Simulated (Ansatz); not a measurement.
Consider the atomization: `[BH]CC`• → B• + 2 C• + 6 H•.

Computed with Ansatz on PBE0-D4/def2-TZVP structures; ΔE is electronic, products minus reactants. CCSD(T)/CBS adds triple-zeta CCSD(T) − MP2 to the extrapolated MP2 energy (def2 sets, frozen cores). This one scheme is used for every species, atoms too. Functionals use def2-TZVPP. B3LYP here is the variant with VWN-RPA as its local correlation; programs differ in this. HSE06 is defined as in plane-wave codes. No spin–orbit coupling; open shells (•) take unrestricted orbitals. Spin–orbit coupling would lower the free atoms: a little for B, C.

| level | ΔE (kcal/mol) | difference from CCSD(T)/CBS |
| --- | --- | --- |
| LDA (SPW92) | 870.8 | 101.3 |
| PBE-D4 | 786.8 | 17.3 |
| revPBE-D4 | 771.7 | 2.2 |
| BLYP-D4 | 771.1 | 1.6 |
| r2SCAN-D4 | 780.2 | 10.7 |
| B97M-V | 776.9 | 7.4 |
| PBE0-D4 | 780.4 | 10.9 |
| r2SCANh-D4 | 777.9 | 8.4 |
| HSE06-D4 | 780.9 | 11.4 |
| BHLYP-D4 | 763.1 | -6.4 |
| ωB97X-V | 773.4 | 3.9 |
| ωB97M-V | 774.4 | 4.9 |
| B2PLYP | 768.1 | -1.4 |
| PBE-QIDH | 774.0 | 4.5 |
| PBE | 784.1 | 14.6 |
| revPBE | 761.7 | -7.8 |
| BLYP | 764.8 | -4.7 |
| r2SCAN | 779.6 | 10.1 |
| PBE0 | 778.2 | 8.7 |
| B3LYP | 772.7 | 3.2 |
| r2SCANh | 777.2 | 7.7 |
| r2SCAN0 | 773.9 | 4.4 |
| HSE06 | 778.8 | 9.3 |
| BHLYP | 760.1 | -9.4 |
| CAM-B3LYP | 777.4 | 7.9 |
| LC-ωPBE | 775.5 | 6.0 |
| HF/def2-SVP | 612.1 | -157.4 |
| MP2/def2-SVP | 747.2 | -22.3 |
| CCSD/def2-SVP | 738.0 | -31.5 |
| CCSD(T)/def2-SVP | 742.9 | -26.6 |
| HF/def2-TZVPP | 601.7 | -167.8 |
| MP2/def2-TZVPP | 761.1 | -8.4 |
| CCSD/def2-TZVPP | 747.3 | -22.2 |
| CCSD(T)/def2-TZVPP | 754.6 | -14.9 |
| HF/def2-QZVPP | 602.3 | -167.2 |
| MP2/def2-QZVPP | 769.8 | 0.3 |
| SCS-MP2/def2-QZVPP | 769.8 | 0.3 |
| HF/CBS(def2) | 602.4 | -167.1 |
| MP2/CBS(def2) | 776.0 | 6.5 |
| CCSD/CBS(def2) | 762.2 | -7.3 |
| CCSD(T)/CBS | 769.5 | 0 |

(1) What do rigid-rotor, harmonic-oscillator terms from PBE0-D4/def2-TZVP frequencies (298.15 K, 1 bar) make of the CCSD(T)/CBS value? (An estimate is asked.)

Largest T1 diagnostic among the species: 0.014.

## Answers

(1) Computed: ΔZPE = -45.8 kcal/mol, ΔH = +733.2 kcal/mol, ΔS = 868 J/(mol·K), ΔG = +671.3 kcal/mol. Open shells count their whole term as degenerate.

At CCSD(T), def2-SVP lies −26.6 kcal/mol from the extrapolated value and def2-TZVPP −14.9 kcal/mol: correlation converges slowly with the basis, and small sets miss more of it in the bonded molecule than in its fragments. From BLYP to BHLYP (50 % exact exchange), in def2-TZVPP and without D4, ΔE moves by −4.7 kcal/mol: exact exchange takes away binding that semilocal exchange gives to molecules.

For atomizations the MP2-based limit and the directly extrapolated one differ by several kJ/mol either way, and by 10 to 25 for some Ge, Se and Sn compounds, so smaller differences from it don't rank the levels.
